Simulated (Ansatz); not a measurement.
# AlClH2: molecular dynamics, part 1 of 2

Aim: follow the molecule's vibrations and see whether its bonds hold. The start is relaxed first. Runs: 100 steps of 0.25 fs under a Langevin thermostat at 700 K; 100 steps of 1 fs at constant energy, with velocities drawn for 50 K; 100 steps of 0.5 fs under a Nosé-Hoover thermostat at 300 K.

Program: Ansatz 0.2.0. Level of theory: RKS PBE-D4/def2-TZVP. These are calculated values, not measurements.

**1. Starting point**

Bond lengths: Al1–Cl2 2.230 Å, Al1–H3 1.560 Å, Al1–H4 1.560 Å. Angles: Cl2–Al1–H3 120.0°, Cl2–Al1–H4 120.0°, H3–Al1–H4 120.0°.

Structure file:

```xyz
4

Al    0.0000    0.0000    0.0000
Cl    0.0000    0.0000    2.2300
H     1.3510    0.0000   -0.7800
H    -1.3510    0.0000   -0.7800
```

**2. Relaxing the start**

Contents of input.yaml:

```yaml
crystal:
  periodic: [false, false, false]
  atoms:
    - { symbol: Al, position_ang: [0.0, 0.0, 0.0] }
    - { symbol: Cl, position_ang: [0.0, 0.0, 2.23] }
    - { symbol: H, position_ang: [1.351, 0.0, -0.78] }
    - { symbol: H, position_ang: [-1.351, 0.0, -0.78] }
basis:
  gaussian: { orbitals: def2-TZVP }
hamiltonian:
  xc: pbe
  dispersion: d4
relax:
  f_tol: 0.02
  max_steps: 40
output:
  orbitals: {}
```

The run is started by

```
$ ansatz run input.yaml --threads 2 --pin off --max-ram 3072MiB --backend cpu --events-out ev --progress --plain --runs-dir out
```

The program printed (excerpt; [...] marks lines left out):

```text
Warning: RAYON_NUM_THREADS=2 ignored (pool sized by the plan → 2); use --threads N
[...]
Functional definition: PBE
[...]
603 factors; their error is unknown
[...]
mean field -19144.95017862 eV, -703.5639421510 hartree, gradient 1.5e-5 eV, S^2 0.000000; 0 other end points of the search recorded, 0 dependent functions left out
[...]
reference -19144.95021666 eV, -703.5639435488 hartree; 16, 16 occupied and 70, 70 virtual orbitals, 603 factors
relax step   1: F+E_penalty+E_count = -19145.00231144 eV  Δ(F+E_penalty+E_count) = +0.000e0 eV  max|allowed force component| = 1.448e0 eV/Å  Δτ_max = 0.0000 Å  (25 SCF iters, accepted)
[...]
relax step   3: F+E_penalty+E_count = -19145.11840298 eV  Δ(F+E_penalty+E_count) = -8.909e-3 eV  max|allowed force component| = 2.732e-2 eV/Å  Δτ_max = 0.0232 Å  (24 SCF iters, accepted)
[...]
relax step   4: F+E_penalty+E_count = -19145.11853376 eV  Δ(F+E_penalty+E_count) = -1.308e-4 eV  max|allowed force component| = 2.601e-3 eV/Å  Δτ_max = 0.0051 Å  (22 SCF iters, accepted)
603 factors; their error is unknown
mean field -19145.06536839 eV, -703.5681752968 hartree, gradient 9.0e-6 eV, S^2 0.000000; 1 other end points of the search recorded, 0 dependent functions left out
[...]
reference -19145.06540613 eV, -703.5681766840 hartree; 16, 16 occupied and 70, 70 virtual orbitals, 603 factors
Total energy: -19145.11857150 eV, -703.5701304753 hartree
Atom 0 at    -0.000000    -0.000000     0.004658 Å, force     0.000000    -0.000000     0.001179 eV/Å
Atom 1 at     0.000000     0.000000     2.116230 Å, force     0.000000    -0.000000    -0.002601 eV/Å
Atom 2 at     1.407452     0.000000    -0.725444 Å, force     0.000489     0.000000     0.000711 eV/Å
Atom 3 at    -1.407452     0.000000    -0.725444 Å, force    -0.000489     0.000000     0.000711 eV/Å
Dipole moment:    -0.000000     0.000000    -0.245894 e Å
```

Run time: 6 s. Hardware: 2 threads of Arm Neoverse N1, shared host; peak memory 0.12 GiB.

Step by step:

| step | energy from step 1 (eV) | largest force component (eV/Å) |
| --- | --- | --- |
| 1 | 0.0000 | 1.4479 |
| 2 | -0.1072 | 0.5331 |
| 3 | -0.1161 | 0.0273 |
| 4 | -0.1162 | 0.0026 |

Step 1 is the start.

After: Bond lengths: Al1–Cl2 2.112 Å, Al1–H3 1.586 Å, Al1–H4 1.586 Å. Angles: Cl2–Al1–H3 117.4°, Cl2–Al1–H4 117.4°, H3–Al1–H4 125.2°.

**3. Run 1**

100 steps of 0.25 fs under a Langevin thermostat at 700 K, from the relaxed start.

Contents of input.yaml:

```yaml
crystal:
  periodic: [false, false, false]
  atoms:
    - { symbol: Al, position_ang: [0.0, 0.0, 0.004658] }
    - { symbol: Cl, position_ang: [0.0, 0.0, 2.11623] }
    - { symbol: H, position_ang: [1.407452, 0.0, -0.725444] }
    - { symbol: H, position_ang: [-1.407452, 0.0, -0.725444] }
basis:
  gaussian: { orbitals: def2-TZVP }
hamiltonian:
  xc: pbe
  dispersion: d4
md:
  timestep: 0.25
  n_steps: 100
  ensemble: nvt_langevin
  temperature: 700.0
  initial_velocities: maxwell_boltzmann
  seed: 438496
  friction: 0.001
```

The run is started by

```
$ ansatz run input.yaml --threads 2 --pin off --max-ram 3072MiB --backend cpu --events-out ev --progress --plain --runs-dir out
```

The program printed (excerpt; [...] marks lines left out):

```text
Warning: RAYON_NUM_THREADS=2 ignored (pool sized by the plan → 2); use --threads N
[...]
[... 1 set-up line as earlier in the session ...]
[...]
603 factors; their error is unknown
[...]
mean field -19145.06536839 eV, -703.5681752969 hartree, gradient 1.5e-5 eV, S^2 0.000000; 0 other end points of the search recorded, 0 dependent functions left out
[...]
reference -19145.06540613 eV, -703.5681766840 hartree; 16, 16 occupied and 70, 70 virtual orbitals, 603 factors
md step     0: t =     0.00 fs  T =   525.0 K  F+E_penalty+E_count = -19145.11853376 eV  E_kin = 0.271446 eV  (24 SCF iters)
[...]
md step    12: t =     3.00 fs  T =   236.9 K  F+E_penalty+E_count = -19144.97371475 eV  E_kin = 0.122472 eV  (24 SCF iters)
[...]
md step    24: t =     6.00 fs  T =   283.1 K  F+E_penalty+E_count = -19145.01269455 eV  E_kin = 0.146376 eV  (24 SCF iters)
[...]
md step    36: t =     9.00 fs  T =   277.3 K  F+E_penalty+E_count = -19145.04083434 eV  E_kin = 0.143366 eV  (25 SCF iters)
[...]
md step    48: t =    12.00 fs  T =    66.7 K  F+E_penalty+E_count = -19144.92415211 eV  E_kin = 0.034482 eV  (19 SCF iters)
md step    49: t =    12.25 fs  T =    58.8 K  F+E_penalty+E_count = -19144.91943509 eV  E_kin = 0.030416 eV  (19 SCF iters)
md step    50: t =    12.50 fs  T =    49.9 K  F+E_penalty+E_count = -19144.91631748 eV  E_kin = 0.025777 eV  (19 SCF iters)
```

**4. More of the same log: dynamics from the start**

Output, continued (excerpt; [...] marks lines left out):

```text
md step    51: t =    12.75 fs  T =    45.6 K  F+E_penalty+E_count = -19144.91508464 eV  E_kin = 0.023552 eV  (17 SCF iters)
[...]
md step    63: t =    15.75 fs  T =   208.7 K  F+E_penalty+E_count = -19145.00413950 eV  E_kin = 0.107912 eV  (21 SCF iters)
[...]
md step    75: t =    18.75 fs  T =   299.4 K  F+E_penalty+E_count = -19145.06286784 eV  E_kin = 0.154817 eV  (24 SCF iters)
[...]
md step    87: t =    21.75 fs  T =   109.6 K  F+E_penalty+E_count = -19144.97226103 eV  E_kin = 0.056675 eV  (20 SCF iters)
[...]
md step    99: t =    24.75 fs  T =   281.3 K  F+E_penalty+E_count = -19145.06765105 eV  E_kin = 0.145457 eV  (24 SCF iters)
[...]
md step   100: t =    25.00 fs  T =   305.9 K  F+E_penalty+E_count = -19145.07357607 eV  E_kin = 0.158149 eV  (23 SCF iters)
Total energy: -19145.07361371 eV, -703.5684783069 hartree
Atom 0 at     0.027443     0.011610     0.037980 Å, force    -0.317686     0.073139    -0.433546 eV/Å
Atom 1 at    -0.044287    -0.020502     2.111617 Å, force     0.135925    -0.019644     0.562124 eV/Å
Atom 2 at     1.316951     0.247496    -0.802094 Å, force     0.488728     0.030187    -0.016254 eV/Å
Atom 3 at    -1.351702    -0.134416    -0.686333 Å, force    -0.306966    -0.083682    -0.112325 eV/Å
Dipole moment:     0.054510    -0.014944    -0.173572 e Å
```

Run time: 1.8 min. Hardware: 2 threads of Arm Neoverse N1, shared host; peak memory 0.12 GiB.

**5. The trajectory**

One step in 4; energies are changes from step 0:

| time (fs) | T (K) | potential energy change (meV/atom) |
| --- | --- | --- |
| 0.0 | 525 | 0.0 |
| 1.0 | 473 | 5.5 |
| 2.0 | 376 | 20.1 |
| 3.0 | 237 | 36.2 |
| 4.0 | 172 | 43.6 |
| 5.0 | 202 | 38.4 |
| 6.0 | 283 | 26.5 |
| 7.0 | 342 | 16.2 |
| 8.0 | 345 | 13.8 |
| 9.0 | 277 | 19.4 |
| 10.0 | 199 | 29.9 |
| 11.0 | 119 | 40.9 |
| 12.0 | 67 | 48.6 |
| 13.0 | 49 | 50.7 |
| 14.0 | 80 | 46.3 |
| 15.0 | 147 | 37.0 |
| 16.0 | 234 | 25.7 |
| 17.0 | 304 | 16.0 |
| 18.0 | 332 | 11.9 |
| 19.0 | 289 | 15.5 |
| 20.0 | 213 | 25.0 |
| 21.0 | 137 | 34.2 |
| 22.0 | 111 | 36.2 |
| 23.0 | 161 | 29.6 |
| 24.0 | 239 | 19.1 |
| 25.0 | 306 | 11.2 |

time (fs), T (K) and a bar:
```
      0.0        525 ##############################
      1.0        473 ###########################
      2.2        343 ###################
      3.2        215 ##########
      4.2        170 ########
      5.5        245 ############
      6.5        327 ##################
      7.5        350 ###################
      8.8        292 ###############
      9.8        222 ###########
     10.8        139 ######
     12.0         67 #
     13.0         49 
     14.2         93 ###
     15.2        166 #######
     16.2        256 #############
     17.5        316 #################
     18.5        316 #################
     19.5        250 #############
     20.8        153 #######
     21.8        110 ####
     22.8        137 ######
     24.0        239 ############
     25.0        306 ################
```

**6. Positions and forces**

Extended XYZ, with forces in eV/Å:

```xyz
4
time_fs=3.0 T=237 dE=0.1448
Al    0.007    0.003    0.006    0.267    0.002    1.245
Cl   -0.005   -0.002    2.109    0.076    0.002    0.238
H     1.343    0.033   -0.677    1.144    0.027   -0.653
H    -1.353   -0.027   -0.582   -1.487   -0.031   -0.831
4
time_fs=6.2 T=308 dE=0.0936
Al    0.014    0.007    0.012   -0.033   -0.008    0.664
Cl   -0.012   -0.005    2.103    0.149    0.006    0.476
H     1.375    0.069   -0.680    0.691    0.034   -0.488
H    -1.413   -0.056   -0.508   -0.808   -0.032   -0.652
4
time_fs=9.5 T=240 dE=0.0973
Al    0.021    0.010    0.020   -0.536   -0.021   -0.587
Cl   -0.019   -0.008    2.099    0.189    0.005    0.629
H     1.459    0.106   -0.723   -0.473   -0.032    0.091
H    -1.543   -0.079   -0.503    0.819    0.048   -0.134
4
time_fs=12.5 T=50 dE=0.2022
Al    0.025    0.011    0.026   -0.730    0.005   -1.093
Cl   -0.024   -0.011    2.098    0.205   -0.001    0.704
H     1.487    0.143   -0.756   -0.841   -0.086    0.327
H    -1.603   -0.095   -0.516    1.365    0.082    0.062
4
time_fs=15.5 T=185 dE=0.1259
Al    0.026    0.011    0.030   -0.611    0.030   -1.016
Cl   -0.031   -0.014    2.099    0.211   -0.004    0.742
H     1.454    0.168   -0.766   -0.617   -0.086    0.279
H    -1.550   -0.104   -0.525    1.017    0.061   -0.005
4
time_fs=18.8 T=299 dE=0.0557
Al    0.026    0.011    0.032   -0.062    0.064   -0.203
Cl   -0.037   -0.016    2.103    0.204   -0.008    0.738
H     1.365    0.190   -0.759    0.258    0.003   -0.100
H    -1.411   -0.112   -0.536   -0.400   -0.059   -0.435
4
time_fs=22.0 T=111 dE=0.1448
Al    0.026    0.011    0.034    0.253    0.082    0.512
Cl   -0.041   -0.019    2.107    0.177   -0.013    0.667
H     1.298    0.215   -0.764    1.001    0.112   -0.418
H    -1.320   -0.119   -0.583   -1.431   -0.180   -0.762
4
time_fs=25.0 T=306 dE=0.0450
Al    0.027    0.012    0.038   -0.318    0.073   -0.433
Cl   -0.044   -0.021    2.112    0.136   -0.020    0.562
H     1.317    0.247   -0.802    0.489    0.030   -0.016
H    -1.352   -0.134   -0.686   -0.307   -0.084   -0.112
```

Reading of run 1. Against a set 700 K the second half averages 194 K with a spread of 88 K; 28 meV/atom has gone into potential energy, and a thermostat that acts over some 1000 fs has not made it up in 25 fs. No bond forms or breaks.

**7. Run 2**

100 steps of 1 fs at constant energy, with velocities drawn for 50 K, starting from the last frame of an earlier run, with new velocities. H is given a mass of 2.014 u.

Contents of input.yaml:

```yaml
crystal:
  periodic: [false, false, false]
  atoms:
    - { symbol: Al, position_ang: [0.027443, 0.01161, 0.03798] }
    - { symbol: Cl, position_ang: [-0.044287, -0.020502, 2.111617] }
    - { symbol: H, position_ang: [1.316951, 0.247496, -0.802094] }
    - { symbol: H, position_ang: [-1.351702, -0.134416, -0.686333] }
basis:
  gaussian: { orbitals: def2-TZVP }
hamiltonian:
  xc: pbe
  dispersion: d4
md:
  timestep: 1.0
  n_steps: 100
  ensemble: nve
  temperature: 50.0
  initial_velocities: maxwell_boltzmann
  seed: 475966
  masses: [{ species: H, mass: 2.014 }]
```

The run is started by

```
$ ansatz run input.yaml --threads 2 --pin off --max-ram 3072MiB --backend cpu --events-out ev --progress --plain --runs-dir out
```

The program printed (excerpt; [...] marks lines left out):

```text
Warning: RAYON_NUM_THREADS=2 ignored (pool sized by the plan → 2); use --threads N
[...]
[... 1 set-up line as earlier in the session ...]
[...]
603 factors; their error is unknown
[...]
mean field -19145.02018295 eV, -703.5665147628 hartree, gradient 7.4e-5 eV, S^2 0.000000; 0 other end points of the search recorded, 0 dependent functions left out
[...]
reference -19145.02022057 eV, -703.5665161452 hartree; 16, 16 occupied and 70, 70 virtual orbitals, 603 factors
md step     0: t =     0.00 fs  T =    50.0 K  F+E_penalty+E_count = -19145.07357725 eV  E_kin = 0.012926 eV  conserved = -19145.06065125 eV  (22 SCF iters)
[...]
md step    12: t =    12.00 fs  T =   129.3 K  F+E_penalty+E_count = -19145.09414273 eV  E_kin = 0.033432 eV  conserved = -19145.06071048 eV  (24 SCF iters)
[...]
md step    24: t =    24.00 fs  T =    92.0 K  F+E_penalty+E_count = -19145.08447808 eV  E_kin = 0.023794 eV  conserved = -19145.06068452 eV  (24 SCF iters)
[...]
md step    36: t =    36.00 fs  T =    94.3 K  F+E_penalty+E_count = -19145.08506889 eV  E_kin = 0.024374 eV  conserved = -19145.06069456 eV  (24 SCF iters)
[...]
md step    48: t =    48.00 fs  T =   120.3 K  F+E_penalty+E_count = -19145.09183953 eV  E_kin = 0.031103 eV  conserved = -19145.06073625 eV  (24 SCF iters)
md step    49: t =    49.00 fs  T =   106.9 K  F+E_penalty+E_count = -19145.08834314 eV  E_kin = 0.027634 eV  conserved = -19145.06070871 eV  (24 SCF iters)
md step    50: t =    50.00 fs  T =    95.9 K  F+E_penalty+E_count = -19145.08549093 eV  E_kin = 0.024794 eV  conserved = -19145.06069671 eV  (24 SCF iters)
```

**8. The log goes on: dynamics from the last frame of an earlier run**

The log, continued (excerpt; [...] marks lines left out):

```text
md step    51: t =    51.00 fs  T =    88.1 K  F+E_penalty+E_count = -19145.08347600 eV  E_kin = 0.022774 eV  conserved = -19145.06070192 eV  (24 SCF iters)
[...]
md step    63: t =    63.00 fs  T =    83.2 K  F+E_penalty+E_count = -19145.08218556 eV  E_kin = 0.021505 eV  conserved = -19145.06068011 eV  (24 SCF iters)
[...]
md step    75: t =    75.00 fs  T =   174.9 K  F+E_penalty+E_count = -19145.10595283 eV  E_kin = 0.045215 eV  conserved = -19145.06073746 eV  (24 SCF iters)
[...]
md step    87: t =    87.00 fs  T =    18.1 K  F+E_penalty+E_count = -19145.06533444 eV  E_kin = 0.004684 eV  conserved = -19145.06065055 eV  (19 SCF iters)
[...]
md step    99: t =    99.00 fs  T =   106.7 K  F+E_penalty+E_count = -19145.08828812 eV  E_kin = 0.027595 eV  conserved = -19145.06069337 eV  (24 SCF iters)
[...]
md step   100: t =   100.00 fs  T =   124.4 K  F+E_penalty+E_count = -19145.09286834 eV  E_kin = 0.032151 eV  conserved = -19145.06071757 eV  (23 SCF iters)
Total energy: -19145.09290602 eV, -703.5691872864 hartree
Atom 0 at     0.023740     0.021827    -0.007264 Å, force    -0.189655    -0.107055     0.799566 eV/Å
Atom 1 at    -0.043912    -0.022375     2.142601 Å, force     0.130297     0.045699    -0.525892 eV/Å
Atom 2 at     1.386385     0.193841    -0.755457 Å, force     0.270756     0.062786    -0.072750 eV/Å
Atom 3 at    -1.378121    -0.184670    -0.672215 Å, force    -0.211398    -0.001430    -0.200924 eV/Å
Dipole moment:     0.037817     0.024480    -0.301073 e Å
```

It took 1.8 min on 2 threads of Arm Neoverse N1, shared host; peak memory 0.12 GiB.

**9. What the atoms did**

The trajectory, every 4 steps (energies from step 0):

| time (fs) | T (K) | potential energy change (meV/atom) | total energy change (meV/atom) |
| --- | --- | --- | --- |
| 0.0 | 50 | 0.0 | 0.00 |
| 4.0 | 94 | -2.9 | -0.03 |
| 8.0 | 135 | -5.5 | -0.04 |
| 12.0 | 129 | -5.1 | -0.01 |
| 16.0 | 146 | -6.2 | -0.03 |
| 20.0 | 145 | -6.2 | -0.04 |
| 24.0 | 92 | -2.7 | -0.01 |
| 28.0 | 82 | -2.1 | -0.02 |
| 32.0 | 97 | -3.1 | -0.03 |
| 36.0 | 94 | -2.9 | -0.01 |
| 40.0 | 129 | -5.1 | -0.02 |
| 44.0 | 161 | -7.2 | -0.05 |
| 48.0 | 120 | -4.6 | -0.02 |
| 52.0 | 83 | -2.2 | -0.02 |
| 56.0 | 69 | -1.3 | -0.03 |
| 60.0 | 54 | -0.3 | -0.01 |
| 64.0 | 103 | -3.4 | -0.01 |
| 68.0 | 181 | -8.5 | -0.05 |
| 72.0 | 190 | -9.1 | -0.03 |
| 76.0 | 171 | -7.8 | -0.03 |
| 80.0 | 135 | -5.5 | -0.04 |
| 84.0 | 55 | -0.3 | -0.01 |
| 88.0 | 17 | 2.1 | 0.00 |
| 92.0 | 46 | 0.3 | -0.03 |
| 96.0 | 73 | -1.5 | -0.02 |
| 100.0 | 124 | -4.8 | -0.02 |

time (fs), T (K) and a bar:
```
      0.0         50 #####
      4.0         94 #############
      9.0        135 ####################
     13.0        130 ###################
     17.0        151 #######################
     22.0        120 #################
     26.0         78 ##########
     30.0         92 #############
     35.0         93 #############
     39.0        116 #################
     43.0        159 ########################
     48.0        120 #################
     52.0         83 ###########
     57.0         64 ########
     61.0         58 #######
     65.0        124 ##################
     70.0        195 ##############################
     74.0        180 ###########################
     78.0        159 ########################
     83.0         75 ##########
     87.0         18 
     91.0         36 ###
     96.0         73 #########
    100.0        124 ##################
```

**10. Frames from the trajectory**

Positions (Å) and forces (eV/Å):

```xyz
4
time_fs=12.0 T=129 dE=-0.0206
Al    0.022    0.016    0.011   -0.084    0.033   -0.231
Cl   -0.042   -0.022    2.137    0.110    0.010   -0.285
H     1.394    0.235   -0.817   -0.240   -0.056    0.352
H    -1.386   -0.161   -0.745    0.214    0.012    0.164
4
time_fs=25.0 T=83 dE=-0.0085
Al    0.009    0.022   -0.021   -0.044   -0.107    1.149
Cl   -0.036   -0.022    2.152   -0.001    0.037   -0.788
H     1.423    0.201   -0.656    0.260    0.068   -0.195
H    -1.362   -0.192   -0.745   -0.215    0.002   -0.167
4
time_fs=38.0 T=106 dE=-0.0145
Al   -0.003    0.022   -0.001    0.226   -0.116    0.253
Cl   -0.029   -0.021    2.135   -0.125    0.022   -0.317
H     1.495    0.198   -0.567   -0.384    0.001   -0.069
H    -1.381   -0.203   -0.802    0.283    0.093    0.132
4
time_fs=50.0 T=96 dE=-0.0119
Al   -0.005    0.016    0.036    0.165   -0.010   -0.372
Cl   -0.028   -0.020    2.107   -0.156   -0.021    0.674
H     1.420    0.211   -0.569    0.310    0.060   -0.226
H    -1.304   -0.168   -0.815   -0.319   -0.029   -0.076
4
time_fs=62.0 T=68 dE=-0.0047
Al    0.003    0.010    0.049    0.177    0.132   -1.332
Cl   -0.033   -0.019    2.103   -0.080   -0.043    0.903
H     1.427    0.245   -0.670   -0.233   -0.070    0.179
H    -1.341   -0.138   -0.820    0.135   -0.019    0.251
4
time_fs=75.0 T=175 dE=-0.0324
Al    0.019    0.010    0.005   -0.177    0.087    0.497
Cl   -0.041   -0.020    2.133    0.072   -0.021   -0.241
H     1.384    0.251   -0.715    0.311    0.003   -0.107
H    -1.369   -0.130   -0.708   -0.206   -0.069   -0.149
4
time_fs=88.0 T=17 dE=0.0086
Al    0.027    0.016   -0.023   -0.195    0.015    0.737
Cl   -0.046   -0.022    2.154    0.164    0.021   -0.837
H     1.437    0.236   -0.769   -0.294   -0.063    0.159
H    -1.440   -0.161   -0.652    0.326    0.026   -0.059
4
time_fs=100.0 T=124 dE=-0.0193
Al    0.024    0.022   -0.007   -0.190   -0.107    0.800
Cl   -0.044   -0.022    2.143    0.130    0.046   -0.526
H     1.386    0.194   -0.755    0.271    0.063   -0.073
H    -1.378   -0.185   -0.672   -0.211   -0.001   -0.201
```

On run 2: The temperature starts at 50 K and averages 99 K in the second half, where it ranges from 17 to 195 K; the start was no minimum (force components up to 0.6 eV/Å), and the potential energy that it sheds (3 meV/atom) turns into motion, which in so few atoms is no thermal temperature. The total energy strays from its start by at most 0.05 meV/atom, 0.7 % of the mean kinetic energy, which is good for a step of 1 fs. The bonding pattern survives the run.

**11. Run 3**

100 steps of 0.5 fs under a Nosé-Hoover thermostat at 300 K, from the relaxed start.

Contents of input.yaml:

```yaml
crystal:
  periodic: [false, false, false]
  atoms:
    - { symbol: Al, position_ang: [0.0, 0.0, 0.004658] }
    - { symbol: Cl, position_ang: [0.0, 0.0, 2.11623] }
    - { symbol: H, position_ang: [1.407452, 0.0, -0.725444] }
    - { symbol: H, position_ang: [-1.407452, 0.0, -0.725444] }
basis:
  gaussian: { orbitals: def2-TZVP }
hamiltonian:
  xc: pbe
  dispersion: d4
md:
  timestep: 0.5
  n_steps: 100
  ensemble: nvt_nose_hoover
  temperature: 300.0
  initial_velocities: maxwell_boltzmann
  seed: 876832
  nose_hoover: { tau: 300.0, chain_length: 3 }
```

The run is started by

```
$ ansatz run input.yaml --threads 2 --pin off --max-ram 3072MiB --backend cpu --events-out ev --progress --plain --runs-dir out
```

The program printed (excerpt; [...] marks lines left out):

```text
Warning: RAYON_NUM_THREADS=2 ignored (pool sized by the plan → 2); use --threads N
[...]
[... 1 set-up line as earlier in the session ...]
[...]
603 factors; their error is unknown
[...]
mean field -19145.06536839 eV, -703.5681752969 hartree, gradient 1.5e-5 eV, S^2 0.000000; 0 other end points of the search recorded, 0 dependent functions left out
[...]
reference -19145.06540613 eV, -703.5681766840 hartree; 16, 16 occupied and 70, 70 virtual orbitals, 603 factors
md step     0: t =     0.00 fs  T =   300.0 K  F+E_penalty+E_count = -19145.11853376 eV  E_kin = 0.077556 eV  conserved = -19145.04097776 eV  (24 SCF iters)
[...]
md step    12: t =     6.00 fs  T =   128.4 K  F+E_penalty+E_count = -19145.07392334 eV  E_kin = 0.033182 eV  conserved = -19145.04074451 eV  (20 SCF iters)
[...]
md step    24: t =    12.00 fs  T =    57.3 K  F+E_penalty+E_count = -19145.05555145 eV  E_kin = 0.014820 eV  conserved = -19145.04075169 eV  (24 SCF iters)
[...]
md step    36: t =    18.00 fs  T =   165.8 K  F+E_penalty+E_count = -19145.08376818 eV  E_kin = 0.042875 eV  conserved = -19145.04093689 eV  (24 SCF iters)
[...]
md step    48: t =    24.00 fs  T =   146.3 K  F+E_penalty+E_count = -19145.07849811 eV  E_kin = 0.037809 eV  conserved = -19145.04077802 eV  (24 SCF iters)
md step    49: t =    24.50 fs  T =   170.6 K  F+E_penalty+E_count = -19145.08481409 eV  E_kin = 0.044095 eV  conserved = -19145.04081425 eV  (24 SCF iters)
md step    50: t =    25.00 fs  T =   194.9 K  F+E_penalty+E_count = -19145.09114957 eV  E_kin = 0.050398 eV  conserved = -19145.04085365 eV  (24 SCF iters)
```

(Continued in part 2 of 2.)
